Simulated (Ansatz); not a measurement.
Mulliken charges of `CC#CC(F)F` from PBE/def2-TZVPP in Ansatz (PBE0-D4/def2-TZVP geometry).

| atom | x (Å) | y (Å) | z (Å) | charge (e) |
| --- | --- | --- | --- | --- |
| C1 | -0.481 | -1.613 | 1.213 | -0.277 |
| C2 | -0.127 | -0.495 | 0.365 | 0.044 |
| C3 | 0.150 | 0.438 | -0.337 | -0.083 |
| C4 | 0.540 | 1.549 | -1.189 | 0.182 |
| F5 | -0.181 | 1.552 | -2.340 | -0.154 |
| F6 | 0.312 | 2.736 | -0.569 | -0.154 |
| H7 | 0.334 | -2.339 | 1.262 | 0.118 |
| H8 | -1.369 | -2.121 | 0.830 | 0.122 |
| H9 | -0.695 | -1.272 | 2.229 | 0.122 |
| H10 | 1.600 | 1.513 | -1.460 | 0.079 |

By hand: the dipole of these point charges (1 e Å = 4.8032 D).

Σ q r = (0.107, -0.560, 0.346) e Å, of length 0.667 e Å = 3.20 D.

How does the dipole of the full density compare? (Estimate.)

Ansatz gave: (0.135, -0.523, 0.313) e Å, 3.00 D; the point charges give 1.07 times that, at 3° from its direction.

Point charges leave out the atoms' own dipoles, such as those of lone pairs, and Mulliken's split depends on the basis, so the close match here is no proof of good charges.
